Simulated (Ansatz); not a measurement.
# AlBH₅N: taking an electron away

The task here is to estimate one member of a computed series from the others.

Computed with Ansatz 0.2.0, Gaussian basis. Level: unrestricted cation, the program's frozen cores in correlated methods.

Levels to be run: UKS PBE-D4/def2-TZVPP; UKS r2SCAN-D4/def2-TZVPP; UKS PBE0-D4/def2-TZVPP; UKS B3LYP-D4/def2-TZVPP; UKS wB97X-V/def2-TZVPP; UKS wB97M-V/def2-TZVPP; UKS B2PLYP/def2-TZVPP; UHF-CCSD(T)/def2-TZVPP; UHF-MP2/def2-QZVPP; extrapolation to the limit; then −ε(HOMO) from the neutral's earlier runs with LDA (SPW92), PBE-D4, revPBE-D4, BLYP-D4, r2SCAN-D4, B97M-V, PBE0-D4, B3LYP-D4, r2SCANh-D4, r2SCAN0-D4, HSE06-D4, BHLYP-D4, CAM-B3LYP-D4, LC-ωPBE, ωB97X-V, ωB97M-V.

## The relaxed structure

An earlier PBE0-D4 in a triple-zeta def2 set relaxation fixed the geometry.

SMILES `B[NH][AlH2]`, 8 atoms, charge 0, spin multiplicity 1.

Atoms are counted from 1 here; the program's logs count them from 0.

Bond lengths: B1–N2 1.404 Å, B1–H4 1.200 Å, B1–H5 1.201 Å, N2–Al3 1.803 Å, N2–H6 1.011 Å, Al3–H7 1.577 Å, Al3–H8 1.583 Å. Angles: N2–B1–H4 120.8°, N2–B1–H5 118.6°, H4–B1–H5 120.6°, B1–N2–Al3 124.4°, B1–N2–H6 115.8°, Al3–N2–H6 119.7°, N2–Al3–H7 118.3°, N2–Al3–H8 117.1°, H7–Al3–H8 124.6°.

The first run:

File in.yaml:

```yaml
crystal:
  periodic: [false, false, false]
  atoms:
    - {symbol: B, position_ang: [-0.740057, 0.961216, -0.693339]}
    - {symbol: N, position_ang: [-0.448598, 0.104424, 0.379443]}
    - {symbol: Al, position_ang: [0.977815, -0.996049, 0.447095]}
    - {symbol: H, position_ang: [-1.710020, 1.667497, -0.670796]}
    - {symbol: H, position_ang: [0.002591, 0.973525, -1.637240]}
    - {symbol: H, position_ang: [-1.101213, 0.127210, 1.151897]}
    - {symbol: H, position_ang: [1.974407, -1.002514, -0.774843]}
    - {symbol: H, position_ang: [1.137277, -1.892508, 1.742083]}
basis:
  gaussian: {orbitals: def2-TZVPP}
total_charge: 1
magnetization: {spin_polarized: true, initial_magnetization: 1}
hamiltonian: {xc: pbe, dispersion: d4}
```

Launch:

```sh
$ ansatz run in.yaml --threads 2 --pin off --events-out ev --progress --plain --max-ram 4352MiB
```

Steps of the session up to this table: Cation, UKS PBE-D4/def2-TZVPP; Cation, UKS r2SCAN-D4/def2-TZVPP; Cation, UKS PBE0-D4/def2-TZVPP; Cation, UKS B3LYP-D4/def2-TZVPP; Cation, UKS wB97X-V/def2-TZVPP; Cation, UKS wB97M-V/def2-TZVPP; Cation, UKS B2PLYP (frozen core)/def2-TZVPP; Cation, UHF-CCSD(T)/def2-TZVPP; Cation, UHF-MP2/def2-QZVPP.

One of the session's tables, all rows but one given; the rest of the session is left out.

It belongs to the step «Ionisation energies side by side». For comparison, −ε(HOMO) of the neutral from earlier runs:

```
  functional  −ε(HOMO) (eV)
 LDA (SPW92)           7.14
      PBE-D4           7.12
   revPBE-D4           7.10
     BLYP-D4           7.06
   r2SCAN-D4           7.43
      B97M-V           7.54
     PBE0-D4           8.46
    B3LYP-D4           8.29
  r2SCANh-D4           7.92
  r2SCAN0-D4           8.66
    HSE06-D4           8.06
    BHLYP-D4           9.76
CAM-B3LYP-D4           9.91
     LC-ωPBE              ?
     ωB97X-V          10.93
     ωB97M-V          10.73
```

**Question.** Estimate the row for LC-ωPBE.

As computed: −ε(HOMO) (eV): 11.28. In the column «−ε(HOMO) (eV)» it is the highest.
